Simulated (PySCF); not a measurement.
Choosing a molecule for a target property.

Species are written as SMILES; each is one conformer at its optimised geometry, gas phase, non-relativistic unless stated; the electronic structure was computed with PySCF and density fitting.

The conformers computed, where there is a choice (atom-mapped SMILES and torsion angles):
- `[NH2:1][C@@H:2]1[CH:3]=[CH:4][CH2:5]1`: H–N1–C2–C3 49°, H–N1–C2–C3 169°
- `[CH3:1][O:2]/[CH:3]=[C:4](\[CH3:5])[C:6]#[N:7]`: C1–O2–C3–C4 180°
- `[CH:1]#[C:2][CH2:3][SiH2:4][SiH:5]([SiH3:6])[SiH3:7]`: C2–C3–Si4–Si5 50°, C3–Si4–Si5–Si6 49°
- `[CH3:1][CH2:2][C:3](=[O:4])[CH2:5][C:6]#[N:7]`: C1–C2–C3–O4 -1°, C2–C3–C5–C6 54°
- `[CH3:1][CH2:2][c:3]1[p:4][cH:5][cH:6][p:7][c:8]1[CH3:9]`: C1–C2–C3–P4 87°

**Question.** Wanted: smallest rotational constant between 0.6 GHz and 1.3 GHz (GFN2-xTB) and HOMO energy below -7 eV (PBE0/pcSseg-1), at GFN2-xTB geometries. Which candidate meets both?
A. `[C-]#[N+]C(C)C`
B. `C#Cc1pc(C)pc(F)p1`
C. `N[C@@H]1C=CC1`
D. `CCC(=O)CC#N`
E. `CO/C=C(\C)C#N`
F. `C#CC[SiH2][SiH]([SiH3])[SiH3]`
G. `CC(C#N)C`

**Answer.** F. Computed values:
```csv
species,smallest rotational constant,HOMO energy
C#Cc1pc(C)pc(F)p1,0.470 GHz,-7.19 eV
C#CC[SiH2][SiH]([SiH3])[SiH3],0.746 GHz,-7.56 eV
CO/C=C(\C)C#N,1.176 GHz,-6.94 eV
CCC(=O)CC#N,1.369 GHz,-7.99 eV
CC(C#N)C,2.976 GHz,-9.30 eV
[C-]#[N+]C(C)C,3.151 GHz,-8.47 eV
N[C@@H]1C=CC1,3.834 GHz,-6.65 eV
```

**Question.** Wanted: dipole moment below 1.7 D (PBE0/pcSseg-1) and HOMO–LUMO gap below 6.5 eV (PBE0/pcSseg-1), at GFN2-xTB geometries. Which candidate meets both?
A. `C#CC[SiH2][SiH]([SiH3])[SiH3]`
B. `c1(CC)c(pccp1)C`
C. `CC(C)C#N`
D. `C1=C[C@@H](N)C1`
E. `C#Cc1pc(C)pc(F)p1`
F. `CO/C=C(\C)C#N`
G. `CC(C)[N+]#[C-]`

**Answer.** B. Computed values:
```
                      species  dipole moment  HOMO–LUMO gap
C#CC[SiH2][SiH]([SiH3])[SiH3]         0.61 D        6.84 eV
              c1(CC)c(pccp1)C         1.07 D        4.55 eV
              C1=C[C@@H](N)C1         1.30 D        6.96 eV
            C#Cc1pc(C)pc(F)p1         2.12 D        4.18 eV
               CC(C)[N+]#[C-]         3.89 D        9.24 eV
                     CC(C)C#N         4.05 D       10.00 eV
                CO/C=C(\C)C#N         5.28 D        6.19 eV
```
